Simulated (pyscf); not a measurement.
Elementary routes open to H₂P–Ga (SMILES [PH2][Ga]) [singlet] + H₂ (SMILES [H][H]) in the gas phase (singlet surface):
A. PH₃ (SMILES P) + GaH (SMILES [GaH]) [singlet] (Ga–P, H–H broken; H–P, Ga–H formed)
B. HP=GaH (SMILES [PH]=[GaH]) + H₂ (SMILES [H][H]) (H–P, H–H broken; Ga–H, H–H formed)

Single points on ωB97X-D3(BJ)/def2-SVP structures (PySCF, gas phase).

Q: Rank the routes by free-energy barrier at 1200 K, lowest first, for ωB97M-D3(BJ)/def2-TZVP energies (ideal gas, 1 atm, RRHO with modes under 100 cm⁻¹ raised to 100, one conformer, R ln 2 for chiral ones without a mode under 150 cm⁻¹).

A: A (239.4 kJ/mol), B (432.3 kJ/mol)

Route A is the fastest of these, ahead of the next by 192.9 kJ/mol. The most stable products are those of A (ΔG = +48.1 kJ/mol), so kinetics and thermodynamics agree. At 298 K A is still the fastest. A: On the product side the descent ends in an adduct with a Ga–P contact, 41.2 kJ/mol under the separated species and 86.1 kJ/mol under the saddle at ωB97X-D3(BJ)/def2-TZVP. Only these routes are compared; each barrier is that of the saddle found, and lower ones may exist. Elements up to Kr have no core potential and no relativistic terms here.
